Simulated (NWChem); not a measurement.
System: carbon tetrachloride (CCl$_{4}$); SMILES ClC(Cl)(Cl)Cl

The following NWChem deck was run.

```
start job
memory heap 200 mb stack 900 mb global 1100 mb
geometry units angstroms noautoz
  Cl     1.361437    -1.128442    -0.068941
  C     -0.000004    -0.000077    -0.000074
  Cl     0.609896     1.661201     0.001931
  Cl    -1.040687    -0.244471    -1.410225
  Cl    -0.930673    -0.288296     1.477237
end
basis spherical
  * library def2-tzvpd
end
dft
  xc slater vwn_5
  iterations 150
  semidirect filesize 400000000
  mulliken
end
task dft energy
```

NWChem printed, in part:

```
             Northwest Computational Chemistry Package (NWChem) 7.3.0
             --------------------------------------------------------

 C1  symmetry detected

                             Geometry "geometry" -> ""
                             -------------------------

 Output coordinates in angstroms (scale by  1.889725989 to convert to a.u.)

  No.       Tag          Charge          X              Y              Z
 ---- ---------------- ---------- -------------- -------------- --------------
    1 Cl                  17.0000    -0.61940851     1.34593249     0.96769959
    2 C                    6.0000    -0.00009026     0.00003287    -0.00001470
    3 Cl                  17.0000     0.61773808    -1.26369446     1.07381397
    4 Cl                  17.0000    -1.30498029    -0.65926902    -0.99693917
    5 Cl                  17.0000     1.30668257     0.57701938    -1.04456920

 Effective nuclear repulsion energy (a.u.)     439.5365515791

                                 NWChem DFT Module
                                 -----------------

 Summary of "ao basis" -> "ao basis" (spherical)
 ------------------------------------------------------------------------------
       Tag                 Description            Shells   Functions and Types
 ---------------- ------------------------------  ------  ---------------------
 Cl                        def2-tzvpd               16       46   6s6p3d1f
 C                         def2-tzvpd               13       37   6s3p3d1f

            General Information
            -------------------
          SCF calculation type: DFT
          Wavefunction type:  closed shell.
          No. of atoms     :     5
          No. of electrons :    74
           Alpha electrons :    37
            Beta electrons :    37
          Charge           :     0
          Spin multiplicity:     1
          Use of symmetry is: off; symmetry adaption is: off
          Maximum number of iterations: 150
          AO basis - number of functions:   221
                     number of shells:    77
          Convergence on energy requested:  1.00D-06
          Convergence on density requested:  1.00D-05
          Convergence on gradient requested:  5.00D-04

              XC Information
              --------------
                        Slater Exchange Functional  1.000 local
                      VWN V Correlation Functional  1.000 local

             Grid Information
             ----------------
          Grid used for XC integration:  medium
          Radial quadrature: Mura-Knowles
          Angular quadrature: Lebedev.
          Tag              B.-S. Rad. Rad. Pts. Rad. Cut. Ang. Pts.
          ---              ---------- --------- --------- ---------
          Cl                  1.00       88          13.0       590
          C                   0.70       49          11.0       434
          Grid pruning is: on
          Number of quadrature shells:   401
          Spatial weights used:  Erf1

      Superposition of Atomic Density Guess
      -------------------------------------

 Sum of atomic energies:       -1875.58295825

      Non-variational initial energy
      ------------------------------

 Total energy =   -1876.844125
 1-e energy   =   -3468.114466
 2-e energy   =    1151.733789
 HOMO         =      -0.381789
 LUMO         =      -0.020652

------------------------------------------------------------
EAF file 0: "./job.aoints.0" size=1530920960 bytes
------------------------------------------------------------
               write      read    awrite     aread      wait
               -----      ----    ------     -----      ----
     calls:     2920         0         0         0         0
   data(b): 1.53e+09  0.00e+00  0.00e+00  0.00e+00
   time(s): 0.00e+00  0.00e+00  0.00e+00  0.00e+00  0.00e+00
rate(mb/s): 0.00e+00  0.00e+00
------------------------------------------------------------

     ---------------------------------------------
      Total Density - Mulliken Population Analysis
     ---------------------------------------------

    Atom       Charge   Shell Charges
 -----------   ------   -------------------------------------------------------
    1 Cl  17    17.39   2.01  0.45  1.52  1.10  0.88  0.03  4.19  1.69  1.10  2.87  1.48  0.03  0.01  0.03  0.01  0.00
    2 C    6     4.43   0.85  1.13  0.44  0.64 -0.14  0.03  0.65  0.96 -0.16  0.02  0.21 -0.22  0.01
    3 Cl  17    17.39   2.01  0.45  1.52  1.10  0.88  0.03  4.19  1.69  1.10  2.87  1.48  0.03  0.01  0.03  0.01  0.00
    4 Cl  17    17.39   2.01  0.45  1.52  1.10  0.88  0.03  4.19  1.69  1.10  2.87  1.48  0.03  0.01  0.03  0.01  0.00
    5 Cl  17    17.39   2.01  0.45  1.52  1.10  0.88  0.03  4.19  1.69  1.10  2.87  1.48  0.03  0.01  0.03  0.01  0.00

   convergence    iter        energy       DeltaE   RMS-Dens  Diis-err
 ---------------- ----- ----------------- --------- --------- ---------
 d= 0,ls=0.0,diis     1  -1872.4249147107 -2.31D+03  9.35D-03  5.44D+00
 d= 0,ls=0.0,diis     2  -1870.8922013573  1.53D+00  8.31D-03  1.79D+01
 d= 0,ls=0.0,diis     3  -1872.6051776339 -1.71D+00  2.11D-03  8.81D-01
 d= 0,ls=0.0,diis     4  -1872.7013554891 -9.62D-02  5.93D-04  7.26D-02
 d= 0,ls=0.0,diis     5  -1872.7094856128 -8.13D-03  1.09D-04  2.59D-03
  Resetting Diis
 d= 0,ls=0.0,diis     6  -1872.7097695051 -2.84D-04  2.89D-05  8.03D-05
 d= 0,ls=0.0,diis     7  -1872.7097769513 -7.45D-06  8.63D-06  2.36D-06
 d= 0,ls=0.0,diis     8  -1872.7097767214  2.30D-07  5.13D-06  4.50D-06

         Total DFT energy =    -1872.709776721390
      One electron energy =    -3468.098504655157
           Coulomb energy =     1267.898404140034
    Exchange-Corr. energy =     -112.046227785338
 Nuclear repulsion energy =      439.536551579071

 Numeric. integr. density =       74.000000429164

                       DFT Final Molecular Orbital Analysis
                       ------------------------------------

 Vector   35  Occ=2.000000D+00  E=-2.870759D-01
              MO Center= -3.7D-01,  1.6D-01, -7.1D-02, r^2= 4.2D+00
   Bfn.  Coefficient  Atom+Function         Bfn.  Coefficient  Atom+Function
  ----- ------------  ---------------      ----- ------------  ---------------
    16      0.295969  1 Cl px               145     -0.233718  4 Cl px
    19      0.194856  1 Cl px               193     -0.195000  5 Cl pz
   147      0.190739  4 Cl pz               146      0.174153  4 Cl py
    18      0.167852  1 Cl pz               101     -0.163863  3 Cl pz
   148     -0.153871  4 Cl px                13      0.145122  1 Cl px

 Vector   36  Occ=2.000000D+00  E=-2.870718D-01
              MO Center= -1.3D-02, -2.8D-02,  6.5D-02, r^2= 4.4D+00
   Bfn.  Coefficient  Atom+Function         Bfn.  Coefficient  Atom+Function
  ----- ------------  ---------------      ----- ------------  ---------------
    18      0.226007  1 Cl pz               100     -0.210450  3 Cl py
   101     -0.210258  3 Cl pz               147     -0.200102  4 Cl pz
   146      0.198474  4 Cl py               192      0.196706  5 Cl py
    17     -0.184624  1 Cl py               193      0.184325  5 Cl pz
    21      0.148795  1 Cl pz               103     -0.138557  3 Cl py

 Vector   37  Occ=2.000000D+00  E=-2.870632D-01
              MO Center=  3.8D-01, -1.4D-01,  6.0D-03, r^2= 4.2D+00
   Bfn.  Coefficient  Atom+Function         Bfn.  Coefficient  Atom+Function
  ----- ------------  ---------------      ----- ------------  ---------------
    99      0.322338  3 Cl px               192      0.261980  5 Cl py
   102      0.212225  3 Cl px               146     -0.199117  4 Cl py
   191     -0.198688  5 Cl px               195      0.172488  5 Cl py
    96      0.158053  3 Cl px                16     -0.146834  1 Cl px
    17     -0.138512  1 Cl py               149     -0.131099  4 Cl py

 Vector   38  Occ=0.000000D+00  E=-1.085208D-01
              MO Center=  2.2D-04, -4.0D-05,  2.2D-04, r^2= 4.7D+00
   Bfn.  Coefficient  Atom+Function         Bfn.  Coefficient  Atom+Function
  ----- ------------  ---------------      ----- ------------  ---------------
    50      0.706082  2 C  s                 49      0.323374  2 C  s
    52      0.195000  2 C  s                 48     -0.179657  2 C  s
    20      0.178589  1 Cl py               148     -0.173106  4 Cl px
   194      0.173359  5 Cl px                17      0.170844  1 Cl py
   103     -0.167708  3 Cl py               145     -0.165599  4 Cl px

 Vector   39  Occ=0.000000D+00  E=-6.391875D-02
              MO Center=  3.9D-01, -2.4D-01,  6.7D-02, r^2= 4.3D+00
   Bfn.  Coefficient  Atom+Function         Bfn.  Coefficient  Atom+Function
  ----- ------------  ---------------      ----- ------------  ---------------
    55      0.354220  2 C  pz                58      0.326353  2 C  pz
   194     -0.222122  5 Cl px               103     -0.200388  3 Cl py
    54     -0.193109  2 C  py                61      0.192693  2 C  pz
    57     -0.177923  2 C  py                87     -0.177144  3 Cl s
   191     -0.175685  5 Cl px               100     -0.171367  3 Cl py

 Vector   40  Occ=0.000000D+00  E=-6.389232D-02
              MO Center=  2.2D-02,  2.7D-01,  2.3D-01, r^2= 4.4D+00
   Bfn.  Coefficient  Atom+Function         Bfn.  Coefficient  Atom+Function
  ----- ------------  ---------------      ----- ------------  ---------------
    53      0.321682  2 C  px                56      0.296375  2 C  px
    54     -0.224875  2 C  py                57     -0.207187  2 C  py
    20     -0.202251  1 Cl py                17     -0.175229  1 Cl py
    59      0.174941  2 C  px                 4      0.173935  1 Cl s
   104      0.169701  3 Cl pz                21     -0.165933  1 Cl pz

------------------------------------------------------------
EAF file 0: "./job.aoints.0" size=2006450176 bytes
------------------------------------------------------------
               write      read    awrite     aread      wait
               -----      ----    ------     -----      ----
     calls:     3827         7         0     26782     26782
   data(b): 2.01e+09  3.67e+06  0.00e+00  1.40e+10
   time(s): 0.00e+00  0.00e+00  0.00e+00  0.00e+00  0.00e+00
rate(mb/s): 0.00e+00  0.00e+00
------------------------------------------------------------

     ---------------------------------------------
      Total Density - Mulliken Population Analysis
     ---------------------------------------------

    Atom       Charge   Shell Charges
 -----------   ------   -------------------------------------------------------
    1 Cl  17    17.09   2.01  0.43  1.52  1.18  0.79  0.02  4.18  1.66  1.16  2.68  1.34  0.03  0.02  0.04  0.01  0.01
    2 C    6     5.63   0.84  1.13  0.53  0.71 -0.12  0.01  1.15  1.16 -0.01  0.03  0.28 -0.10  0.01
    3 Cl  17    17.09   2.01  0.43  1.52  1.18  0.79  0.02  4.18  1.66  1.16  2.68  1.34  0.03  0.02  0.04  0.01  0.01
    4 Cl  17    17.09   2.01  0.43  1.52  1.18  0.79  0.02  4.18  1.66  1.16  2.68  1.34  0.03  0.02  0.04  0.01  0.01
    5 Cl  17    17.09   2.01  0.43  1.52  1.18  0.79  0.02  4.18  1.66  1.16  2.68  1.34  0.03  0.02  0.04  0.01  0.01

     -------------------------------------------
      Total Density - Lowdin Population Analysis
     -------------------------------------------

    Atom       Charge   Shell Charges
 -----------   ------   -------------------------------------------------------
    1 Cl  17    16.48   1.98  0.84  1.14  0.84  0.54  0.13  3.92  1.90  1.26  2.32  1.13  0.16  0.01  0.07  0.23  0.01
    2 C    6     8.09   0.90  1.05  0.39  0.31  0.15  0.11  0.99  1.28  0.69  0.03  0.84  1.26  0.09
    3 Cl  17    16.48   1.98  0.84  1.14  0.84  0.54  0.13  3.92  1.90  1.26  2.32  1.13  0.16  0.01  0.07  0.23  0.01
    4 Cl  17    16.48   1.98  0.84  1.14  0.84  0.54  0.13  3.92  1.90  1.26  2.32  1.13  0.16  0.01  0.07  0.23  0.01
    5 Cl  17    16.48   1.98  0.84  1.14  0.84  0.54  0.13  3.92  1.90  1.26  2.32  1.13  0.16  0.01  0.07  0.23  0.01

     Multipole analysis of the density
     ---------------------------------

     L   x y z        total         alpha         beta         nuclear
     -   - - -        -----         -----         ----         -------
     0   0 0 0     -0.000000    -37.000000    -37.000000     74.000000

     1   1 0 0     -0.000230     -0.000115     -0.000115     -0.000000
     1   0 1 0      0.000071      0.000035      0.000035     -0.000000
     1   0 0 1     -0.000095     -0.000047     -0.000047      0.000000

     2   2 0 0    -40.818216   -147.157291   -147.157291    253.496366
     2   1 1 0      0.000197      0.000098      0.000098     -0.000000
     2   1 0 1      0.000253      0.000127      0.000127      0.000000
     2   0 2 0    -40.818191   -147.168959   -147.168959    253.519727
     2   0 1 1      0.000695      0.000348      0.000348     -0.000000
     2   0 0 2    -40.819215   -147.123530   -147.123530    253.427845
```

Level: LDA (Slater exchange, VWN5)/def2-TZVPD. Coordinates come from a PBE0/def2-SVP optimisation.
